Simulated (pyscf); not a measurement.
Four-centre exchange: H₃Si–S–SiH₃ + H₂S -> H₃Si–SH + H₃Si–SH

Gas phase, singlet surface, charge 0. Bonds broken: Si1–S2, S10–H11. Bonds formed: Si1–S10, S2–H11. Optimised with ωB97X-D3(BJ)/def2-SVP in PySCF.

Transition state (Å):

```xyz
12

Si    -2.1660     0.1390     0.2254
S     -0.1474    -1.2415     0.5407
Si     0.9126    -0.2099    -1.0362
H     -3.4379     0.2409     1.0013
H     -2.5472    -0.9123    -0.7848
H     -1.7878     1.3027    -0.6240
H      2.2416    -0.8504    -1.2101
H      0.0990    -0.3357    -2.2726
H      1.0574     1.2118    -0.6247
S     -1.0325     1.2322     2.1254
H     -0.0312    -0.1303     1.5562
H     -1.5933     0.4707     3.0860
```

One imaginary mode, 847i cm⁻¹; descent along it reached the two sides named, in the forms told below.

| bond | change | reactant side (Å) | saddle | product side |
|---|---|---|---|---|
| Si1–S2 | breaks | 2.155 | 2.466 | 3.7 |
| S10–H11 | breaks | 1.348 | 1.784 | 2.8 |
| Si1–S10 | forms | 3.7 | 2.468 | 2.156 |
| S2–H11 | forms | 2.7 | 1.510 | 1.348 |

Electronic energies relative to the separated reactants (kJ/mol):

```tsv
level	barrier	reaction energy	reverse barrier
ωB97X-D3(BJ)/def2-TZVP	155.9	+10.9	145.0
PBE/def2-TZVP	126.5	+4.1	122.5
r²SCAN/def2-TZVP	138.5	+6.1	132.4
B3LYP-D3(BJ)/def2-TZVP	147.8	+7.7	140.1
PBE0-D3(BJ)/def2-TZVP	136.1	+7.8	128.2
M06-2X/def2-TZVP	161.8	+7.5	154.3
ωB97M-D3(BJ)/def2-TZVP	163.5	+6.9	156.7
HF/def2-TZVP	263.8	+1.5	262.3
```

With ωB97M-D3(BJ)/def2-TZVP energies and thermal terms (ideal gas, 1 atm, RRHO with modes under 100 cm⁻¹ raised to 100, one conformer, R ln 2 for chiral ones without a mode under 150 cm⁻¹), in kJ/mol:

| T (K) | ΔH‡ | ΔG‡ | ΔH | ΔG |
|---|---|---|---|---|
| 298 | 159.4 | 205.3 | +6.6 | +2.1 |
| 600 | 161.3 | 251.3 | +6.3 | -2.2 |
| 900 | 164.5 | 295.7 | +6.3 | -6.5 |
| 1200 | 167.9 | 338.9 | +6.4 | -10.7 |

On the product side the descent ends in a complex, 18.6 kJ/mol under the separated species and 163.6 kJ/mol under the saddle at ωB97X-D3(BJ)/def2-TZVP. One saddle was located; it need not be the lowest between these sides.
